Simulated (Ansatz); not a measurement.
Input file:

```yaml
crystal:
  periodic: [false, false, false]
  atoms:
    - {symbol: H, position_ang: [0.000000, 0.000000, -1.052000]}
    - {symbol: H, position_ang: [0.000000, 0.000000, -0.307000]}
    - {symbol: Cl, position_ang: [0.000000, 0.000000, 1.359000]}
basis:
  gaussian: {orbitals: cc-pVDZ}
magnetization: {spin_polarized: false, initial_magnetization: 1}
hamiltonian: {pseudopotentials: {relativity: scalar}}
correlation: {method: fic_mrcisd_q, electrons: valence, active_space: {window: {electrons: 1, orbitals: 3}}}
```

```sh
$ ansatz run in.yaml --threads 1 --pin off --events-out ev --progress --plain --max-ram 2393MiB
```

Roughly how long does this take on 1 thread of Intel Xeon Platinum 8375C, shared host, and how much host memory?

0.6 s wall and 0.09 GiB.

```
279 factors; integrals over basis functions are off by at most 1.5e-3 eV
mean field evaluation 1: about -12565.8015 eV, gradient 8.1e0 eV
mean field evaluation 2: about -12565.8018 eV, gradient 8.1e0 eV
mean field evaluation 4: about -12566.4405 eV, gradient 1.4e0 eV
mean field evaluation 8: about -12566.4921 eV, gradient 5.2e-4 eV
mean field evaluation 16: about -12565.6990 eV, gradient 8.2e-5 eV
mean field evaluation 32: about -12565.6990 eV, gradient 4.7e-5 eV
mean field -12566.49210194 eV, -461.8100668720 hartree, gradient 2.0e-6 eV, S^2 0.750000; 7 other end points of the search recorded, 0 dependent functions left out
reference -12566.49210194 eV, -461.8100668720 hartree; 10, 9 occupied and 18, 19 virtual orbitals, 279 factors
state -12566.49210194 eV, -461.8100668720 hartree
contracted CI cycle   1: correlation 0.00000000 eV, 0.0000000000 hartree, residual 1.82e1 eV
contracted CI cycle   2: correlation -4.48841137 eV, -0.1649460755 hartree, residual 2.18e0 eV
contracted CI cycle   3: correlation -4.57312181 eV, -0.1680591267 hartree, residual 5.30e-1 eV
contracted CI cycle   4: correlation -4.57806736 eV, -0.1682408724 hartree, residual 1.28e-1 eV
contracted CI cycle   5: correlation -4.57854291 eV, -0.1682583486 hartree, residual 5.14e-2 eV
contracted CI cycle   6: correlation -4.57859788 eV, -0.1682603688 hartree, residual 1.47e-2 eV
contracted CI cycle   7: correlation -4.57860134 eV, -0.1682604958 hartree, residual 3.72e-3 eV
contracted CI cycle   8: correlation -4.57860154 eV, -0.1682605031 hartree, residual 8.82e-4 eV
state -12566.49210194 eV, -461.8100668720 hartree; corrected -12571.39370400 eV, -461.9901974253 hartree
WARN: 2 active orbitals are nearly empty or full. The corrections depend on them more than the energy does, and are more stable in an active space without them
Total energy: -12571.39370400 eV, -461.9901974253 hartree
Relativity: scalar
```

Natural occupations: 1.0000 0.0000 0.0000.
